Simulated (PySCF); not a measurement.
thiophene cation (C4H4S), SMILES c1ccsc1 (connectivity only; charge and spin as stated), charge +1, multiplicity 2. Geometry: PBE-D3(BJ)/def2-SVP. The spin state was assumed, not searched.

The numbers are results of PBE-D3(BJ)/def2-SVP (PySCF 2.14.0), not measurements.

Harmonic wavenumbers (cm⁻¹): 355, 447, 450, 602, 683, 788, 816, 839, 841, 940, 975, 1044, 1082, 1190, 1317, 1322, 1495, 3153, 3158, 3165, 3176. Rotational constants (GHz): 8.192, 5.011, 3.109; symmetry number 2.

Work out the zero-point energy and the ideal-gas rigid-rotor harmonic-oscillator thermochemistry at 298.15 K and 1 atm.

ZPE = ½ Σ hcν = ½ × 27838 cm⁻¹ = 39.80 kcal/mol. H − E(el) = 43.20 kcal/mol. Entropy in cal/(mol K): translation 39.20, rotation 23.96, vibration 4.76, spin 1.38, total 69.29. G − E(el) = 22.54 kcal/mol. Cp = 18.65 cal/(mol K).
